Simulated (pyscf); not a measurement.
Thermochemistry of product channels of `[OH][GaH2]` + `[NH3]` on the singlet surface, in eV, from ωB97M-D3(BJ)/def2-TZVP energies (ideal gas, 1 atm, RRHO with modes under 100 cm⁻¹ raised to 100, one conformer, R ln 2 for chiral ones without a mode under 150 cm⁻¹). Optimised with ωB97X-D3(BJ)/def2-SVP in PySCF.

```tsv
products	ΔE	ΔH(298 K)	ΔG(600 K)	ΔG(900 K)
`[NH2][GaH][OH]` + `[H][H]`	-0.20	-0.32	-0.20	-0.19
`[OH2]` + `[NH2][GaH2]`	+0.20	+0.19	+0.21	+0.21
```

These are energies of the channels, which say nothing of barriers. Elements up to Kr have no core potential and no relativistic terms here.
